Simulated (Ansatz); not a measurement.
**Worked example: F–Ga–GaH, triplet against F–Ga–GaH, singlet**

Geometry (PBE0/def2-TZVP stationary point of a singlet), kept for both states (F–Ga–GaH, singlet: A'; F–Ga–GaH, triplet: A''):

| atom | x (Å) | y (Å) | z (Å) |
| --- | --- | --- | --- |
| F | 0.0000 | 0.5318 | 2.5899 |
| Ga | 0.0000 | -0.2452 | 0.9952 |
| Ga | 0.0000 | 0.0811 | -1.6949 |
| H | 0.0000 | 1.3273 | -0.4184 |

Basis cc-pVDZ; Ansatz 0.2.0. Correlated methods freeze the noble-gas cores and the filled d shells of p-block atoms. Prefix R: restricted or restricted open-shell reference; prefix U: unrestricted. No spin–orbit coupling is included, and no scalar relativity.

Full CI isn't at hand for all of this; UCCSDT(Q) serves as the reference, and is uncertain by the last step of the cluster series or more.

```json
{"level": "UHF", "E(F–Ga–GaH, singlet) (hartree)": "-3946.475588", "E(F–Ga–GaH, triplet) (hartree)": "-3946.412758"}
{"level": "UMP2", "E(F–Ga–GaH, singlet) (hartree)": "-3946.774057", "E(F–Ga–GaH, triplet) (hartree)": "-3946.695957"}
{"level": "UCCSD(T)", "E(F–Ga–GaH, singlet) (hartree)": "-3946.808879", "E(F–Ga–GaH, triplet) (hartree)": "-3946.729261"}
{"level": "PBE", "E(F–Ga–GaH, singlet) (hartree)": "-3949.442292", "E(F–Ga–GaH, triplet) (hartree)": "-3949.366840"}
{"level": "B3LYP", "E(F–Ga–GaH, singlet) (hartree)": "-3950.223157", "E(F–Ga–GaH, triplet) (hartree)": "-3950.140503"}
{"level": "UCCSDT(Q)", "E(F–Ga–GaH, singlet) (hartree)": "-3946.810811", "E(F–Ga–GaH, triplet) (hartree)": "-3946.732920"}
```

**Question.** Give the vertical gap, F–Ga–GaH triplet less F–Ga–GaH singlet, at each level in eV (1 hartree = 27.2114 eV), and each error against UCCSDT(Q).

**Answer.** UCCSDT(Q): (-3946.732920 − (-3946.810811)) × 27.2114 = 2.120 eV (the reference)
B3LYP: (-3950.140503 − (-3950.223157)) × 27.2114 = 2.249 eV, error 0.129 eV
PBE: (-3949.366840 − (-3949.442292)) × 27.2114 = 2.053 eV, error -0.067 eV
UCCSD(T): (-3946.729261 − (-3946.808879)) × 27.2114 = 2.167 eV, error 0.047 eV
UMP2: (-3946.695957 − (-3946.774057)) × 27.2114 = 2.125 eV, error 0.005 eV
UHF: (-3946.412758 − (-3946.475588)) × 27.2114 = 1.710 eV, error -0.410 eV

Total energies of functionals can't be set beside those of wave-function methods, since they hold the core's correlation and their own absolute errors; only the differences compare.

In so small a basis the reference is far from its limit while semilocal and hybrid functionals are nearer theirs, so the functionals' errors here hold much of the reference's basis and frozen-core error, which can add to them or hide them.

Each level lands on the state that its own search finds. T1 diagnostics of restricted CCSD: 0.019 and 0.058.
